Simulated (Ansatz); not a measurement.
A nudged elastic band was laid between two geometries of CH$_{6}$AlN (9 atoms, charge 0, multiplicity 1).

All numbers below come from Ansatz, UKS PBE/def2-SVP.

```
movable images  : 7
climbing image  : yes
spring          : 5.0 eV/Å²
optimiser       : quadratic models (default)
start path      : through a guess of the saddle point
force threshold : 0.05 eV/Å
iteration limit : 60
end points      : relaxed
```

First end point:

```xyz
9
Properties=species:S:1:pos:R:3
Al -0.686 -0.010 -0.270
C 0.279 0.766 1.261
N 0.204 -1.016 -1.452
H 1.201 -1.245 -1.420
H -2.248 0.177 -0.567
H 0.827 -0.014 1.832
H 1.039 1.503 0.921
H -0.395 1.289 1.971
H -0.220 -1.449 -2.276
```

Last end point:

```xyz
9
Properties=species:S:1:pos:R:3
Al -2.030 -0.688 -1.746
C 1.089 0.642 1.356
N -0.404 -0.983 -1.648
H 0.712 0.140 0.442
H -3.470 -0.146 -1.410
H 1.546 -0.106 2.032
H 1.847 1.400 1.082
H 0.250 1.138 1.879
H 0.460 -1.399 -1.986
```

Question: Which bonds break or form, and what moves?

Answer: Bonds broken: Al1–C2, N3–H4. Bonds formed: C2–H4. CH6AlN becomes AlH2N + CH4.

Question: What energy profile does the band end with?

Answer: It converged. The highest image is number 3 of 0 to 8, 2.87 eV above the first end and 0.39 eV above the last; the last end lies 2.48 eV above the first. A structure lower than the first end lies on the path between it and the top, so the climb from that side starts below the end, which may itself be a saddle point or a shallow side well. Neighbouring images differ by up to 2.5 eV, so the band resolves the path poorly. A vibrational analysis at the climbing image gives one clearly imaginary mode, 973i cm⁻¹: a first-order saddle point. The orbitals stay closed-shell, which can raise the energy where a bond breaks towards radicals; this wasn't checked here.

```csv
image,path coordinate (Å),energy (eV),Al1–C2 (Å),N3–H4 (Å),C2–H4 (Å)
0,0.00,0.00,1.97,1.02,3.48
1,1.24,-0.01,1.97,1.02,3.55
2,2.49,0.33,1.97,1.03,2.55
3,3.73,2.87,2.20,1.54,1.30
4,4.64,2.56,2.86,2.24,1.12
5,5.55,2.50,3.60,2.82,1.11
6,6.46,2.49,3.88,2.81,1.11
7,7.37,2.49,4.27,2.70,1.11
8,8.28,2.48,4.59,2.62,1.11
```

Question: What is the geometry of the highest image?

Answer: 
```xyz
9
Properties=species:S:1:pos:R:3
Al -1.053 -0.349 -0.461
C 0.484 0.524 0.852
N 0.206 -0.850 -1.506
H 0.716 -0.101 -0.265
H -2.490 -0.091 0.186
H 0.190 -0.047 1.758
H 1.569 0.733 0.963
H -0.009 1.520 0.860
H 0.388 -1.337 -2.387
```

Run time: 4.3 min on 2 threads of Arm Neoverse V2, on a shared host, peak memory 0.18 GiB.
